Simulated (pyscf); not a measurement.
Single points on ωB97X-D3(BJ)/def2-SVP structures (PySCF, gas phase).

Problem. For the elementary gas-phase step H₃C–Al(OH)–OH (SMILES [CH3][Al]([OH])[OH]) + H₂ (SMILES [H][H]) -> H₃C–AlH–OH (SMILES [CH3][AlH][OH]) + H₂O (SMILES O) (singlet surface; Al–O, H–H broken, Al–H, H–O formed), what barrier and reaction energy does B3LYP-D3(BJ)/def2-TZVP give, measured from the separated reactants?

Solution. ΔE‡ = 24.1 kcal/mol, ΔE = +30.0 kcal/mol. ωB97M-D3(BJ)/def2-TZVP gives 24.1 kcal/mol and +29.1 kcal/mol. Zero-point energy shifts the barrier by +3.0 kcal/mol. It is a four-centre exchange, with an imaginary mode of 1240i cm⁻¹. On the product side the descent ends in an adduct with a Al–O contact, 21.2 kcal/mol under the separated species and 15.5 kcal/mol under the saddle at ωB97X-D3(BJ)/def2-TZVP. At B3LYP-D3(BJ) the saddle lies under the separated products, which points to a path from their complex (located at ωB97X-D3(BJ) alone), and parting the products costs more than the saddle. What is counted as broken (Al–O) persists as a longer contact in the product adduct; parting that adduct is a step of its own. At the saddle there is also a short Al–H contact that neither side keeps. One saddle was located; it need not be the lowest between these sides.
